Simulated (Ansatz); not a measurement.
We consider rutile TiO2, described by LDA in Ansatz (plane waves, PAW).

Numerical settings: plane-wave cutoff 520 eV, 6×6×8 k mesh (along the axes of the cell as run), no spin polarisation, scalar-relativistic PAW data made under PBE.

Computed at the level's own relaxed cell.

Give the computed Voigt–Reuss–Hill bulk modulus, elastic constant C13, Young modulus, elastic constant C44, Voigt–Reuss–Hill shear modulus (Hill average), elastic constant C11, elastic constant C12, elastic constant C33 and elastic constant C66.


- Voigt–Reuss–Hill bulk modulus: 247 GPa
- elastic constant C13: 175 GPa
- Young modulus: 299 GPa
- elastic constant C44: 125 GPa
- Voigt–Reuss–Hill shear modulus (Hill average): 115 GPa
- elastic constant C11: 297 GPa
- elastic constant C12: 220 GPa
- elastic constant C33: 528 GPa
- elastic constant C66: 245 GPa

Measured, for comparison: elastic constant C13 147 GPa, elastic constant C44 124 GPa, elastic constant C11 268 GPa, elastic constant C12 175 GPa, elastic constant C33 484 GPa, elastic constant C66 190 GPa (room temperature, not corrected to a static lattice; as tabulated in Elasticity of TiO2 rutile to 1800 K). Computed (rounded) less measured: elastic constant C13 +19 %, elastic constant C44 +0.8 %, elastic constant C11 +11 %, elastic constant C12 +26 %, elastic constant C33 +9 %, elastic constant C66 +29 %. A static lattice is as a rule a little smaller and stiffer than an uncorrected measurement, which narrows the difference in the elastic constant C33 and would widen misses of the other sign.

Elastic constants are with the ions relaxed.

Static lattice: no zero-point or thermal effects.

The result took very roughly 8 core-minutes.

Ansatz is a first-principles code.
